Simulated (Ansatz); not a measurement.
# GaH: from a trial structure to a relaxed crystal

Theory: DFT PBE, scalar-relativistic, plane waves, PAW in Ansatz. Cutoff 420 eV, Γ-centred k mesh, Gaussian smearing, no spin polarisation in the final step.

GaH was placed on the zinc blende structure type (F-43m, No. 216), with Ga in place of Zn, H in place of S, at a guessed volume.

```yaml
crystal:
  lattice:
    - [0.00000, 2.36364, 2.36364]
    - [2.36364, 0.00000, 2.36364]
    - [2.36364, 2.36364, 0.00000]
  atoms:
    - { symbol: Ga, position: [0.00000, 0.00000, 0.00000] }
    - { symbol: H, position: [0.75000, 0.75000, 0.75000] }
```

Cell and atoms relax at zero pressure; the relaxation can't lower the symmetry of the start.

Formation energies are uncorrected and refer to the elements' standard structures at the same level (H₂ as a molecule).

(1) What does it relax into?

(2) What are its volume, energy, density and gap?

## Answers

(1) It keeps F-43m (No. 216). The result has the zinc blende structure. Conventional cell: a = 4.690 Å. Around Ga lie 4 H at 2.03 Å; around H lie 4 Ga at 2.03 Å.

```xyz
2
Lattice="0.0000 2.3449 2.3449 2.3449 0.0000 2.3449 2.3449 2.3449 0.0000" Properties=species:S:1:pos:R:3 pbc="T T T"
Ga    0.0000    0.0000    0.0000
H     1.1724    1.1724    1.1724
```

(2) The volume per atom is 12.89 Å³. The density is 4.55 g/cm³ and the energy over the elements is 0.45 eV/atom. The gap on the 20×20×20 mesh is 0 eV (a metal).

The final run used a 20×20×20 mesh on its 2-atom cell and 0.10 eV smearing. The k mesh leaves about 4 meV/atom of noise in metals. A structure relaxed within its symmetry needn't be a true minimum.

Cost: 2 runs of about 0.5 core-minutes in all, on Arm Neoverse V1 (shared hosts).